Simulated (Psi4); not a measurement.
# SiH4O (Si(OH)H3) at MP2.5/6-31G (Cholesky decomposition), part 1 of 2

What is the vertical singlet–triplet gap of SiH4O (Si(OH)H3) at MP2.5/6-31G (Cholesky decomposition)? 

Program for the calculation: Psi4 1.11.

1 further run of the same task is left out (set aside as unsound or not needed).

## (1) The system as given

SiH4O: 6 atoms, total charge 0, spin state singlet. As SMILES, `[H][Si]([H])([H])O`. Geometry: relaxed at GFN2-xTB.

Bond lengths: Si1–O2 1.625 Å, O2–H3 0.953 Å, Si1–H4 1.464 Å, Si1–H5 1.464 Å, Si1–H6 1.453 Å. Angles: Si1–O2–H3 122.4°, O2–Si1–H4 110.3°, O2–Si1–H5 110.3°, O2–Si1–H6 101.4°, H4–Si1–H5 108.8°, H4–Si1–H6 112.9°, H5–Si1–H6 112.9°.

## (2) A single-point energy at MP2.5/6-31G (Cholesky decomposition)

h4osi.xyz

```xyz
6
H4OSi
Si    -0.059940    -0.114970    -0.407910
O     -0.059540    -0.091910     1.217130
H      0.327320     0.620940     1.717260
H      1.313150    -0.112770    -0.916850
H     -0.760380     1.058380    -0.933190
H     -0.760600    -1.359670    -0.676430
```

run.py

```python
import numpy as np
from ase.calculators.psi4 import Psi4
from ase.io import read

a = read('h4osi.xyz')
calc = Psi4(atoms=a, method='mp2.5', basis='6-31G', memory='1600MB', num_threads=1, charge=0, multiplicity=1, label='calc', reference='rhf')
calc.psi4.set_options({'scf_type': 'cd', 'mp_type': 'conv'})
a.calc = calc

print(f'energy: {a.get_potential_energy():.6f} eV')
```

Run with:

```sh
$ python run.py
```

calc.dat:

```text
=> Loading Basis Set <=

    Name: 6-31G
    Role: ORBITAL
    Keyword: BASIS

         ---------------------------------------------------------
                                   SCF
                              RHF Reference
                        1 Threads,   1525 MiB Core
         ---------------------------------------------------------

  ==> Geometry <==

    Molecular point group: c1
    Full point group: C1

    Geometry (in Angstrom), charge = 0, multiplicity = 1:

       Center              X                  Y                   Z               Mass
    ------------   -----------------  -----------------  -----------------  -----------------
         SI          -0.007675729105    -0.021682334151    -0.558739300756    27.976926534650
         O           -0.007275729105     0.001377665849     1.066300699244    15.994914619570
         H            0.379584270895     0.714227665849     1.566430699244     1.007825032230
         H            1.365414270895    -0.019482334151    -1.067679300756     1.007825032230
         H           -0.708115729105     1.151667665849    -1.084019300756     1.007825032230
         H           -0.708335729105    -1.266382334151    -0.827259300756     1.007825032230

  Running in c1 symmetry.

  Rotational constants: A =      2.61333  B =      0.47699  C =      0.46727 [cm^-1]
  Rotational constants: A =  78345.65899  B =  14299.81163  C =  14008.54286 [MHz]
  Nuclear repulsion =   65.669477756288146

  Charge       = 0
  Multiplicity = 1
  Electrons    = 26
  Nalpha       = 13
  Nbeta        = 13

  ==> Algorithm <==

  SCF Algorithm Type is CD.
  DIIS enabled.
  MOM disabled.
  Fractional occupation disabled.
  Guess Type is SAD.
  Energy threshold   = 1.00e-08
  Density threshold  = 1.00e-08
  Integral threshold = 1.00e-12

  ==> Primary Basis <==

  Basis Set: 6-31G
    Blend: 6-31G
    Number of shells: 20
    Number of basis functions: 30
    Number of Cartesian functions: 30
    Spherical Harmonics?: false
    Max angular momentum: 1

  ==> Integral Setup <==

  ==> CDJK: Cholesky-decomposed J/K Matrices <==

    J tasked:                     Yes
    K tasked:                     Yes
    wK tasked:                     No
    Integrals threads:              1
    Memory [MiB]:                1144
    Algorithm:                   Core
    Integral Cache:              NONE
    Schwarz Cutoff:             1E-12
    Cholesky tolerance:      1.00E-04
    No. Cholesky vectors:         123

  Minimum eigenvalue in the overlap matrix is 2.7463233469E-02.
  Reciprocal condition number of the overlap matrix is 7.0529085857E-03.
    Using symmetric orthogonalization.

  ==> Pre-Iterations <==

  SCF Guess: Superposition of Atomic Densities via on-the-fly atomic UHF (no occupation information).

   -------------------------
    Irrep   Nso     Nmo
   -------------------------
     A         30      30
   -------------------------
    Total      30      30
   -------------------------

  ==> Iterations <==

                        Total Energy        Delta E     RMS |[F,P]|

   @RHF iter SAD:  -365.44954612474021   -3.65450e+02   0.00000e+00
   @RHF iter   1:  -365.95637693571695   -5.06831e-01   1.38426e-02 ADIIS/DIIS
   @RHF iter   2:  -366.00869717108850   -5.23202e-02   8.91457e-03 ADIIS/DIIS
   @RHF iter   3:  -366.03444913174650   -2.57520e-02   9.10161e-04 ADIIS/DIIS
   @RHF iter   4:  -366.03500062562398   -5.51494e-04   9.75383e-05 DIIS
   @RHF iter   5:  -366.03501108808916   -1.04625e-05   1.50920e-05 DIIS
   @RHF iter   6:  -366.03501138353170   -2.95443e-07   3.50287e-06 DIIS
   @RHF iter   7:  -366.03501140060723   -1.70755e-08   6.22459e-07 DIIS
   @RHF iter   8:  -366.03501140117112   -5.63887e-10   1.41578e-07 DIIS
   @RHF iter   9:  -366.03501140120204   -3.09228e-11   2.94437e-08 DIIS
   @RHF iter  10:  -366.03501140120341   -1.36424e-12   3.26738e-09 DIIS
  Energy and wave function converged.

  ==> Post-Iterations <==

    Orbital Energies [Eh]
    ---------------------

    Doubly Occupied:

       1A    -68.812322     2A    -20.548295     3A     -6.178851
       4A     -4.284897     5A     -4.283366     6A     -4.283066
       7A     -1.345134     8A     -0.779232     9A     -0.648035
      10A     -0.556013    11A     -0.542888    12A     -0.469216
      13A     -0.451106

    Virtual:

      14A      0.125497    15A      0.201576    16A      0.214035
      17A      0.252056    18A      0.283881    19A      0.340103
      20A      0.376826    21A      0.392993    22A      0.554984
      23A      1.133502    24A      1.208260    25A      1.214715
      26A      1.238291    27A      1.245125    28A      1.285125
      29A      1.477470    30A      1.740994

    Final Occupation by Irrep:
              A
    DOCC [    13 ]
    NA   [    13 ]
    NB   [    13 ]

  @RHF Final Energy:  -366.03501140120341

   => Energetics <=

    Nuclear Repulsion Energy =             65.6694777562881455
    One-Electron Energy =                -637.0441372531688558
    Two-Electron Energy =                 205.3396480956772621
    Total Energy =                       -366.0350114012034055

Computation Completed

Properties will be evaluated at   0.000000,   0.000000,   0.000000 [a0]

Properties computed using the SCF density matrix

 Multipole Moments:

 ------------------------------------------------------------------------------------
     Multipole            Electronic (a.u.)      Nuclear  (a.u.)        Total (a.u.)
 ------------------------------------------------------------------------------------

 L = 1.  Multiply by 2.5417464519 to convert [e a0] to [Debye]
 Dipole X            :          0.0454939            0.3078006            0.3532945
 Dipole Y            :          0.0983558            0.5432950            0.6416507
 Dipole Z            :          0.9832213           -1.3312588           -0.3480375
 Magnitude           :                                                    0.8109641

 ------------------------------------------------------------------------------------

	total time  =          1 seconds =       0.02 minutes
 MINTS: Wrapper to libmints.

   Calculation information:
      Number of threads:                 1
      Number of atoms:                   6
      Number of AO shells:              20
      Number of SO shells:              20
      Number of primitives:             56
      Number of atomic orbitals:        30
      Number of basis functions:        30

      Number of irreps:                  1
      Integral cutoff                 1.00e-12
      Number of functions per irrep: [  30 ]

 OEINTS: Overlap, kinetic, potential, dipole, and quadrupole integrals
         stored in file 35.

      Computing two-electron integrals...done
      Computed 103510 non-zero two-electron integrals.
        Stored in file 33.

  Module OCC Options:
  ----------------------------------------------------------------------------
  ACTIVE                        => (empty)
  BASIS_RELATIVISTIC            => (empty)
  BENCH                         => (empty)
  CACHELEVEL                    => (empty)
  CCL_ENERGY                    => (empty)
  CC_MAXITER                    => (empty)
  CC_TYPE                       => (empty)
  CEPA_OS_SCALE                 => (empty)
  CEPA_SOS_SCALE                => (empty)
  CEPA_SS_SCALE                 => (empty)
  CEPA_TYPE                     => (empty)
  CI_TYPE                       => (empty)
  CUBEPROP_BASIS_FUNCTIONS      => (empty)
  CUBEPROP_FILEPATH             => (empty)
  CUBEPROP_ISOCONTOUR_THRESHOLD => (empty)
  CUBEPROP_ORBITALS             => (empty)
  CUBEPROP_TASKS                => (empty)
  CUBIC_BASIS_TOLERANCE         => (empty)
  CUBIC_BLOCK_MAX_POINTS        => (empty)
  CUBIC_GRID_OVERAGE            => (empty)
  CUBIC_GRID_SPACING            => (empty)
  CUTOFF                        => (empty)
  DDX                           => (empty)
  DEBUG                         => (empty)
  DERTYPE                       => (empty)
  DF_BASIS_CC                   => (empty)
  DIE_IF_NOT_CONVERGED          => (empty)
  DIIS_MAX_VECS                 => (empty)
  DIIS_MIN_VECS                 => (empty)
  DKH_ORDER                     => (empty)
  DOCC                          => (empty)
  DO_DIIS                       => (empty)
  DO_LEVEL_SHIFT                => (empty)
  DO_SCS                        => (empty)
  DO_SOS                        => (empty)
  E3_SCALE                      => (empty)
  EA_POLES                      => (empty)
  EKT_EA                        => (empty)
  EKT_IP                        => (empty)
  EP_EA_POLES                   => (empty)
  EP_IP_POLES                   => (empty)
  EP_MAXITER                    => (empty)
  EXTERNAL_POTENTIAL_SYMMETRY   => (empty)
  E_CONVERGENCE                 => 1e-06           !
  FREEZE_CORE                   => (empty)
  FREEZE_CORE_POLICY            => (empty)
  FROZEN_DOCC                   => (empty)
  FROZEN_UOCC                   => (empty)
  INTEGRAL_PACKAGE              => (empty)
  IP_POLES                      => (empty)
  LEVEL_SHIFT                   => (empty)
  LITERAL_CFOUR                 => (empty)
  LS_THC_BASIS_TOLERANCE        => (empty)
  LS_THC_DF                     => (empty)
  LS_THC_PRUNING_SCHEME         => (empty)
  LS_THC_RADIAL_POINTS          => (empty)
  LS_THC_SPHERICAL_POINTS       => (empty)
  LS_THC_S_EPSILON              => (empty)
  LS_THC_WEIGHTS_TOLERANCE      => (empty)
  MAT_NUM_COLUMN_PRINT          => (empty)
  MAX_MOGRAD_CONVERGENCE        => (empty)
  MAX_RADIAL_MOMENT             => (empty)
  MBIS_D_CONVERGENCE            => (empty)
  MBIS_MAXITER                  => (empty)
  MBIS_PRUNING_SCHEME           => (empty)
  MBIS_RADIAL_POINTS            => (empty)
  MBIS_SPHERICAL_POINTS         => (empty)
  MOGRAD_DAMPING                => (empty)
  MOLDEN_WITH_VIRTUAL           => (empty)
  MO_MAXITER                    => (empty)
  MO_READ                       => (empty)
  MO_STEP_MAX                   => (empty)
  MO_WRITE                      => (empty)
  MP2_OS_SCALE                  => (empty)
  MP2_SOS_SCALE                 => (empty)
  MP2_SOS_SCALE2                => (empty)
  MP2_SS_SCALE                  => (empty)
  MP2_TYPE                      => (empty)
  MP_TYPE                       => CONV            !
  NAT_ORBS                      => (empty)
  NUM_FROZEN_DOCC               => (empty)
  NUM_FROZEN_UOCC               => (empty)
  NUM_GPUS                      => (empty)
  OCC_ORBS_PRINT                => (empty)
  OEPROP                        => (empty)
  OPT_METHOD                    => (empty)
  ORBITAL_OPTIMIZER_PACKAGE     => (empty)
  ORB_OPT                       => FALSE           !
  ORB_RESP_SOLVER               => (empty)
  ORTH_TYPE                     => (empty)
  OS_SCALE                      => (empty)
  PARENT_SYMMETRY               => (empty)
  PCG_BETA_TYPE                 => (empty)
  PCG_CONVERGENCE               => (empty)
  PCG_MAXITER                   => (empty)
  PCM                           => (empty)
  PE                            => (empty)
  PRINT                         => (empty)
  PRINT_NOONS                   => (empty)
  PROPERTIES                    => (empty)
  PROPERTIES_ORIGIN             => (empty)
  PUREAM                        => (empty)
  QC_MODULE                     => (empty)
  RAS1                          => (empty)
  RAS2                          => (empty)
  RAS3                          => (empty)
  RAS4                          => (empty)
  RELATIVISTIC                  => (empty)
  RELAXED                       => (empty)
  REMP_A                        => (empty)
  RESTRICTED_DOCC               => (empty)
  RESTRICTED_UOCC               => (empty)
  RMS_MOGRAD_CONVERGENCE        => (empty)
  R_CONVERGENCE                 => (empty)
  SCF_TYPE                      => CD              !
  SCREENING                     => (empty)
  SCS_TYPE                      => (empty)
  SOCC                          => (empty)
  SOS_TYPE                      => (empty)
  SPIN_SCALE_TYPE               => NONE            !
  SS_SCALE                      => (empty)
  SYMMETRIZE                    => (empty)
  TPDM_ABCD_TYPE                => (empty)
  WFN                           => (empty)
  WFN_TYPE                      => OMP2.5          !
  WRITER_FILE_LABEL             => (empty)
  ZORA_BASIS_TOLERANCE          => (empty)
  ZORA_NR_DEBUG                 => (empty)
  ZORA_PRUNING_SCHEME           => (empty)
  ZORA_RADIAL_POINTS            => (empty)
  ZORA_SPHERICAL_POINTS         => (empty)

 ==============================================================================
 ==============================================================================
 ==============================================================================

                             MP2.5

 ==============================================================================
 ==============================================================================
 ==============================================================================

	MO spaces per irreps...

	IRREP   FC    OCC   VIR  FV
	==============================
	   A     0    13    17    0
	==============================

	Computing MP2 energy using SCF MOs (Canonical MP2)...
	==============================================================================
	Nuclear Repulsion Energy (a.u.)    :    65.66947775628815
	SCF Energy (a.u.)                  :  -366.03501140120341
	REF Energy (a.u.)                  :  -366.03501140120341
	Alpha-Alpha Contribution (a.u.)    :    -0.01937894188171
	Alpha-Beta Contribution (a.u.)     :    -0.14419253672932
	Beta-Beta Contribution (a.u.)      :    -0.01937894188171
	Scaled_SS Correlation Energy (a.u.):    -0.01291929458781
	Scaled_OS Correlation Energy (a.u.):    -0.17303104407519
	SCS-MP2 Total Energy (a.u.)        :  -366.22096173986642
	SOS-MP2 Total Energy (a.u.)        :  -366.22246169895152
	SCSN-MP2 Total Energy (a.u.)       :  -366.10322527662697
	SCS-MP2-VDW Total Energy (a.u.)    :  -366.23895679009860
	SOS-PI-MP2 Total Energy (a.u.)     :  -366.23688095262446
	MP2 Correlation Energy (a.u.)      :    -0.18295042049274
	MP2 Total Energy (a.u.)            :  -366.21796182169612
	==============================================================================

	Computing MP2.5 energy using SCF MOs (Canonical MP2.5)...
	==============================================================================
	Nuclear Repulsion Energy (a.u.)    :    65.66947775628815
	SCF Energy (a.u.)                  :  -366.03501140120341
	REF Energy (a.u.)                  :  -366.03501140120341
	Alpha-Alpha Contribution (a.u.)    :    -0.01800468229840
	Alpha-Beta Contribution (a.u.)     :    -0.15124420162995
	Beta-Beta Contribution (a.u.)      :    -0.01800468229840
	0.5 Energy Correction (a.u.)       :    -0.00430314573401
	MP2.5 Correlation Energy (a.u.)    :    -0.18725356622675
	MP2.5 Total Energy (a.u.)          :  -366.22226496743014
	==============================================================================

	total time  =          0 seconds =       0.00 minutes
```

Standard output:

```text
energy: -9965.415423 eV
```

Run time: 2.5 s. Hardware: 1 thread of Intel Xeon Platinum 8259CL at 2.50GHz (Skylake/Cascade Lake), shared host; peak memory 0.2 GiB.

(Continued in part 2 of 2.)
